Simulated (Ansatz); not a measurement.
# Zinc, hcp: r²SCAN0 at the r²SCAN geometry

Aim: see what exact exchange does to the levels, and what it costs. Spin polarisation is left out. The cell comes from an earlier r²SCAN relaxation. Exact exchange is dear, so the k-mesh is coarse, and r²SCAN is run on the same mesh for comparison.

Program: Ansatz 0.2.0. Level of theory: DFT, plane waves (500 eV) with PBE-made PAW files, scalar-relativistic; functionals as named at each step. These are calculated values, not measurements.

## 1. The structure to begin with

The structure is hexagonal, space group P6_3/mmc (No. 194). The conventional cell has a = 2.619 Å, b = 2.619 Å, c = 4.839 Å, α = 90.00°, β = 90.00°, γ = 120.00°. Around Zn (site symmetry -6m2) lie 12 Zn at 2.62 to 2.85 Å.

Coordinates:

```cif
data_structure
_symmetry_space_group_name_H-M 'P6_3/mmc'
_symmetry_Int_Tables_number 194
_cell_length_a 2.6187
_cell_length_b 2.6187
_cell_length_c 4.8389
_cell_angle_alpha 90.000
_cell_angle_beta 90.000
_cell_angle_gamma 120.000
_cell_volume 28.74
loop_
_atom_site_label
_atom_site_type_symbol
_atom_site_symmetry_multiplicity
_atom_site_Wyckoff_symbol
_atom_site_fract_x
_atom_site_fract_y
_atom_site_fract_z
_atom_site_occupancy
Zn1 Zn 2 c 0.33333 0.66667 0.25000 1
```

## 2. r²SCAN, coarse mesh

The run with r²SCAN.

input.yaml reads:

```yaml
crystal:
  lattice:
    - [2.618726465, 0.0, 0.0]
    - [-1.3093632325, 2.2678836443, 0.0]
    - [0.0, 0.0, 4.8388970645]
  atoms:
    - { symbol: Zn, position: [0.3333333333, 0.6666666667, 0.25] }
    - { symbol: Zn, position: [0.6666666667, 0.3333333333, 0.75] }
hamiltonian:
  xc: r2scan
  pseudopotentials:
    kind: paw
    azcp:
      Zn: "pseudopotentials/Zn.paw.azcp"
basis:
  ecutwfc: 500
  fft_grid_basis: typed
kpoints:
  mp_grid: { grid: [7, 7, 4], shift: [0, 0, 0] }
magnetization:
  spin_polarized: false
scf:
  occupations: { method: fermi_dirac, width: 0.1 }
```

The log of the run, shortened:

```text
Warning: RAYON_NUM_THREADS=4 ignored (pool sized by the plan → 4); use --threads N
[...]
Pseudopotentials: kind: paw
Pseudopotential: Zn, paw, valence charge 12, recommended cutoff 500 eV (meta_gga), <dir>
Functional definition: r2SCAN
[...]
Crystal: 2 atoms, lattice volume = 28.738 Å³
Basis set: ecut = 500 eV, 737 PW (Γ), exchange–correlation on 80×80×144 points (64 copies of the dense FFT grid, shifted against one another)
Bands: 16, of which v1, the nominal top of the filled ones, is band 12 counted from 1 (11 counted from 0)
Symmetry: 24 space group operations
Space group: P63/mmc (ITA 194), of the structure as read, at distance tolerance 3.1e-5 Å
k-points: 24 of 196
[...]
SCF iter   1: F=—  HF=-6651.426497 eV  |F-HF|=—  |Δ(HF+E_count)|=         —  Δρ=2.28e-2  dr2=7.33e-2  dr2_τ=2.45e-3  ethr=1.77e-3  ⟨swp⟩=5.0  Hψ=1958  notcnv=0
[...]
SCF iter   6: F=-6651.411301 eV  HF=-6651.411301 eV  |F-HF|=3.53e-9  |Δ(HF+E_count)|=   9.15e-7  Δρ=1.90e-5  dr2=5.72e-8  dr2_τ=2.20e-10  ethr=4.17e-10  ⟨swp⟩=3.2  Hψ=1094  notcnv=0
[...]
SCF converged after 6 iterations
Free energy (F): -6651.411301 eV
[...]
E sigma→0 (E₀):  -6651.406163 eV
Entropy (-TS):   -0.010277 eV (-5.138 meV/atom)
Fermi energy:    12.109898 eV
[...]
```

Run time: 0.46 s. Hardware: 4 threads of an x86-64 CPU, shared host; peak memory 0.44 GiB.

## 3. r²SCAN0 on the coarse mesh

The run with r²SCAN0.

Changes to input.yaml since step 2:

```diff
@@ -9,3 +9,3 @@
 hamiltonian:
-  xc: r2scan
+  xc: r2scan0
   pseudopotentials:
```

The log of the run, shortened:

```text
Warning: RAYON_NUM_THREADS=4 ignored (pool sized by the plan → 4); use --threads N
[...]
Pseudopotentials: kind: paw
Pseudopotential: Zn, paw, valence charge 12, recommended cutoff 500 eV (meta_gga), <dir>
Functional definition: r2SCAN0
[...]
Crystal: 2 atoms, lattice volume = 28.738 Å³
Basis set: ecut = 500 eV, 737 PW (Γ), exchange–correlation on 80×80×144 points (64 copies of the dense FFT grid, shifted against one another)
Bands: 16, of which v1, the nominal top of the filled ones, is band 12 counted from 1 (11 counted from 0)
Symmetry: 24 space group operations
Space group: P63/mmc (ITA 194), of the structure as read, at distance tolerance 3.1e-5 Å
k-points: 24 of 196
[...]
SCF iter   1: F=—  HF=-6651.435869 eV  |F-HF|=—  |Δ(HF+E_count)|=         —  Δρ=2.46e-2  dr2=8.61e-2  dr2_τ=2.30e-3  ethr=1.77e-3  ⟨swp⟩=11.2  Hψ=1997  notcnv=1
[...]
Frozen-core exchange: fock
[...]
hybrid SCF converged: 2 outer / 9 inner (+8 warm-up), last move |dexx| = 8.94e-7 eV, tail = 2.64e-7 eV
Stability not checked: this state was not tested for a lower state beside it, because the functional holds exact exchange (a hybrid, or Hartree-Fock), whose exchange loop this test does not read (fock_operator; see scf.lower_state_search)
Free energy (F): -6648.417147 eV
Frozen-core exchange: fock
[...]
E sigma→0 (E₀):  -6648.415289 eV
Entropy (-TS):   -0.003715 eV (-1.858 meV/atom)
Fermi energy:    11.950394 eV
[...]
--- Band table (eV; the first three rows and the last of 24) ---
  k-point 0: bands = ["-1.2378", "0.1009", "0.7296", "1.0142", "1.0142", "1.0720", "1.0720", "1.4109", "1.4109", "1.6594", "1.6594", "6.9106", "7.9270", "28.0390", "31.5393"]
[...]
  guard bands above this table: 1 of the run's 16 bands, where the rule asks 2: the bands that hold charge and the lowest empty level above them stay in the table. The solve was not asked for them (output.publish_guard_bands: true or output.eigenvalues: true publishes all)
```

Run time: 4.5 s. Hardware: 4 threads of an x86-64 CPU, shared host; peak memory 1.3 GiB.

## 4. Side by side

| functional | gap on the mesh | Fermi energy (eV) | SCF cycles | exchange loops | CPU time |
| --- | --- | --- | --- | --- | --- |
| r²SCAN | none (levels filled in part) | 12.110 | 6 | - | 0.99 s |
| r²SCAN0 | none (levels filled in part) | 11.950 | 17 | 2 | 14 s |

## 5. Summary of results

| quantity | value |
| --- | --- |
| r²SCAN: gap | none (levels filled in part) |
| r²SCAN0: gap | none (levels filled in part) |
| r²SCAN0: SCF cycles, exchange loops | 17, 2 |
| r²SCAN0: CPU time over that of r²SCAN | 14 |

**Reading.** Both r²SCAN and r²SCAN0 leave levels filled in part. The hybrid took 14 times as much CPU time as r²SCAN on the same settings. The exchange operator of r²SCAN0 was renewed in 2 outer loops. The cell taken over is 6 % smaller than the measured one (15.21 Å³/atom, COD). The total energies in the logs cannot be compared from one functional to another.
